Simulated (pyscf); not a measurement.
A first-order saddle from PySCF, ωB97X-D3(BJ)/def2-SVP:

```
Sn
O 1 1.9498
H 2 0.9684 1 108.85
O 1 1.9543 2 125.13 3 -71.37
H 4 0.9677 1 108.95 2 -103.60
O 1 1.9634 2 104.38 3 171.71
H 6 0.9658 1 111.91 2 -20.28
O 1 2.0439 2 109.98 3 61.10
H 8 0.9675 1 116.15 2 164.38
H 8 1.3666 9 121.77 1 -107.96
Cl 10 1.4347 8 148.77 9 129.96
```
Charge 0, spin multiplicity 1.

Surface: singlet, charge 0. Lowest wavenumbers (cm⁻¹): 379i, 74, 99, 129, 160.

Which two sides does it connect, and which bonds change?

HO–Sn(OH)(OH)–OH (SMILES [OH][Sn]([OH])([OH])[OH]) + HCl (SMILES Cl) ⇌ HO–Sn(OH)(OH)–Cl (SMILES [OH][Sn]([OH])([OH])[Cl]) + H₂O (SMILES O), a four-centre exchange read from left to right: O–Sn, Cl–H broken and Cl–Sn, H–O formed. At ωB97M-D3(BJ)/def2-TZVP it lies -2.5 kcal/mol from the left side and +11.3 kcal/mol from the right (each side as separated species at their lowest minima found). On the reactant side the descent ends in a complex, 7.8 kcal/mol under the separated species and 3.0 kcal/mol under the saddle at ωB97X-D3(BJ)/def2-TZVP. On the product side the descent ends in an adduct with a O–Sn contact (not fully relaxed), 16.2 kcal/mol under the separated species and 27.4 kcal/mol under the saddle at ωB97X-D3(BJ)/def2-TZVP. At ωB97M-D3(BJ) the saddle lies under the separated reactants, which points to a path from their complex (located at ωB97X-D3(BJ) alone). What is counted as broken (O–Sn) persists as a longer contact in the product adduct; parting that adduct is a step of its own. At ωB97X-D3(BJ) the barrier from the zero used here is -4.9 kcal/mol. One saddle was located; it need not be the lowest between these sides. Elements past Kr carry the def2 core potentials, without spin-orbit coupling.
